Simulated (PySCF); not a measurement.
Compound: N-methylmethanimine, C2H5N.
SMILES with atom numbers: `[CH2:1]=[N:2][CH3:3]` (hydrogens: H4, H5 on C1; H6, H7, H8 on C3)

Method: PySCF, PBE0-D3(BJ)/def2-TZVP geometry optimisation, gas phase; density fitting, grid level 2; the optimiser is geomeTRIC in internal coordinates, started from a GFN2-xTB structure with every atom displaced at random (about 0.01 Å).

Step 0: E = -3641.5893 eV
```
atom  x, y, z in Å  |  force x, y, z in eV/Å
C1      1.2214    0.1613    0.5076   -1.547   0.587  -0.758
N2      0.2992   -0.6541    0.2161    0.779  -0.164   0.337
C3     -0.9492   -0.2256   -0.3652    1.403   1.067   0.315
H4      2.1484   -0.1687    0.9326    0.435  -0.360   0.246
H5      1.1121    1.2548    0.3273    0.092  -0.328   0.086
H6     -0.9970    0.8716   -0.5167   -0.071  -0.239  -0.042
H7     -1.0498   -0.7342   -1.3047   -0.293  -0.276  -0.553
H8     -1.7246   -0.5267    0.3027   -0.798  -0.287   0.371
```

Step 1: E = -3641.6344 eV
```
atom  x, y, z in Å  |  force x, y, z in eV/Å
C1      1.1833    0.1757    0.5052    0.776  -0.047   0.250
N2      0.3605   -0.7016    0.1620   -0.499  -0.129  -0.230
C3     -0.8901   -0.2312   -0.3724   -0.358  -0.009   0.028
H4      2.1442   -0.1661    0.9159   -0.215   0.321  -0.050
H5      0.9963    1.2568    0.4070    0.089  -0.079   0.021
H6     -0.9037    0.8503   -0.5647    0.041   0.045  -0.035
H7     -1.1385   -0.7596   -1.2991    0.092  -0.001   0.109
H8     -1.6914   -0.4458    0.3459    0.076  -0.101  -0.093
```

**Question.** Estimate the geometry and energy of step 2. (The exact step hangs on the optimiser's Hessian estimate; all steps are aligned on step 1, rigid shifts and turns removed.)

**Answer.** E = -3641.6345 eV, largest force 0.535 eV/Å
```
atom  x, y, z in Å  |  force x, y, z in eV/Å
C1      1.2089    0.1498    0.5032   -0.376   0.326  -0.196
N2      0.3440   -0.6976    0.1582    0.198  -0.153   0.294
C3     -0.9110   -0.2224   -0.3691    0.135   0.059  -0.015
H4      2.1632   -0.1222    0.9564   -0.113  -0.308  -0.120
H5      1.0350    1.2262    0.3688    0.047   0.119   0.045
H6     -0.9336    0.8631   -0.5462    0.023   0.006   0.010
H7     -1.1333   -0.7425   -1.3034    0.021  -0.006  -0.010
H8     -1.7127   -0.4760    0.3319    0.065  -0.042  -0.008
```

The energy changes by 0.0000 eV. The first-order estimate −F·Δx gives -0.0511 eV and the mean of the old and new forces, exact on a quadratic surface, -0.0008 eV. The step makes an angle of 67° with the force vector and moves no atom by more than 0.063 Å.

What follows is the cost of the whole optimisation. The run took 58 s wall on one thread, Arm Neoverse N1 (aarch64), no GPU, shared host with 64 logical CPUs at a one-minute load of 60, and the process peaked at 0.52 GiB of memory.
